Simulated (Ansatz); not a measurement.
GeH$_{2}$, triplet in cc-pVDZ: errors against full CI

Geometry: a point of a breathe scan, not a stationary point.

```xyz
3

Ge    0.0000   -0.0186    0.0000
H     0.0000    0.6704   -1.1943
H     0.0000    0.6704    1.1943
```

Basis cc-pVDZ; Ansatz 0.2.0. Correlated methods freeze the noble-gas cores and the filled d shells of p-block atoms, which leaves 6 electrons in 23 orbitals. Prefix R: restricted or restricted open-shell reference; prefix U: unrestricted. Active spaces: valence = (6e, 6o) chosen from the atoms' valence shells; pair = (4e, 4o) about the gap. No spin–orbit coupling is included, and no scalar relativity.

Full CI is exact within this basis and frozen core; it isn't the basis-set limit. The frozen core follows each run's orbitals, which can shift R against U totals by a few meV for light atoms and by up to 0.1 eV past Ca.

For open shells CISD and CISDTQ are restricted-active-space CI with the open shells as a complete middle space.

```
UHF ⟨S²⟩                          : 2.006
T1 diagnostic (RCCSD)             : 0.0170
largest doubles amplitude (RCCSD) : 0.040
```

```csv
level,E − E(full CI) (kJ/mol),share of correlation (%),wall time
RHF,240.0,0.00,–
RMP2,56.3,76.55,–
CISD,9.7,95.97,0.75 s
RCCSD,5.0,97.91,–
RCCSD(T),1.1,99.52,1.1 s
BCCD(T),1.1,99.53,0.78 s
RCCSDT,0.0,99.99,–
CISDTQ,0.1,99.96,1.6 s
RCCSDT(Q),0.0,100.02,3.1 s
CASSCF (valence space),167.2,30.33,–
NEVPT2 (valence space),49.5,79.37,1.1 s
MRCISD (valence space),5.1,97.88,–
MRCISD+Q (valence space),-0.7,100.31,1.6 s
```

The correlation energy at full CI, counted from RHF, is -2.487 eV. That run took 2.9 s on 1 thread of Arm Neoverse V1, shared host over 781,936 determinants.

Run but not shown, since their state or frozen core can't be matched to the reference's or they repeat it: UHF, UMP2, UCCSD, UCCSD(T), UCCSDT, UCCSDT(Q), CASSCF (pair space), NEVPT2 (pair space), MRCISD (pair space), MRCISD+Q (pair space).

Times hold each run's SCF and search for its determinant on a shared host, so for small cases they say little of a method's own cost; they ran on 1 thread of Arm Neoverse V1.

More than 5 meV below full CI, which no variational method can be: MRCISD+Q (valence space).

The full-CI state has the irrep B1 of C2v, in the program's axes.

Natural occupations of full CI about the gap: 1.963 1.953 0.993 0.990 0.026 0.018 0.009 0.008 0.007 0.007; effectively unpaired electrons, Σ n²(2−n)², 2.02.
